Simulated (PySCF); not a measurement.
Q: What does the PBE0-D3(BJ)/def2-SVP structure of `C1=C[C](C)C1=C` [radical] look like in three dimensions? (Doublet state.)

A: 
```
atom  x, y, z in Å
C1     1.9071   -0.7229   -0.0980
C2     0.9046    0.1557   -0.0127
C3     0.7568    1.6298    0.0938
C4    -0.6471    1.4808    0.1175
C5    -0.5868    0.0766    0.0178
C6    -1.5517   -1.0389   -0.0399
H7     1.7080   -1.7952   -0.1681
H8     2.9499   -0.3967   -0.1003
H9     1.4497    2.4689    0.1369
H10   -1.4773    2.1873    0.1870
H11   -2.5881   -0.6762    0.0125
H12   -1.3950   -1.7492    0.7908
H13   -1.4389   -1.6191   -0.9727
```

Any rigid rotation of these coordinates is as good. Atoms count from 1 in this order. C5 (carbon bonded to 3 C) is planar (angles 136.7°, 133.8° and 89.5°, sum 360.0°, 0.00 Å off the plane of its three neighbours). C2 (carbon bonded to 3 C) is planar (angles 137.1°, 135.7° and 87.2°, sum 360.0°, 0.00 Å off the plane of its three neighbours). The 6 heavy atoms lie in one plane (0.001 Å rms). C1 (carbon bonded to C and 2 H) is planar (angles 121.3°, 120.8° and 117.8°, sum 360.0°, 0.00 Å off the plane of its three neighbours).

Bonds between heavy atoms (Å): C1=C2 1.336, C2–C3 1.485, C3=C4 1.412, C4–C5 1.409, C5–C6 1.476, C2–C5 1.494.

Computed with PySCF, PBE0-D3(BJ)/def2-SVP geometry optimisation, gas phase.

Point group: Cs (every atom within 0.08 Å of its image). Stationary, but not proved a minimum. ⟨S²⟩ = 0.793 (exact for a doublet: 0.75).

Time: 38 s. Hardware: one thread of an Arm Neoverse V1, shared host. That covers the optimisation of the geometry.
